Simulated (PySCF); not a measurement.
nitrous oxide (N2O), SMILES N#[N+][O-].

Geometry optimised at PBE0-D3(BJ)/def2-TZVP.

Two levels are set side by side: TDA-PBE/def2-TZVPD (PySCF) and EOM-CCSD/aug-cc-pVDZ (PySCF). Vertical, same geometry; the bases differ. Differences are taken from unrounded values.

```csv
quantity,EOM-CCSD
lowest singlet excitation (eV),7.31
lowest triplet excitation (TDA for PBE) (eV),5.91
```

**Question.** What does TDA-PBE give, and how far is it from EOM-CCSD? (The exact figures need the calculation; the answer reports its results.)

**Answer.** 
```
quantity                                      TDA-PBE  TDA-PBE minus EOM-CCSD
--------------------------------------------  -------  ----------------------
lowest singlet excitation (eV)                   7.01                   -0.30
lowest triplet excitation (TDA for PBE) (eV)     5.88                   -0.04
```

A lower first singlet is the usual sign of a functional without exact exchange. Differences between two approximate levels are no errors against the true value.

Rough cost on one machine, each run with all the roots and properties that it gave: EOM-CCSD against TDA-PBE about 5 times.
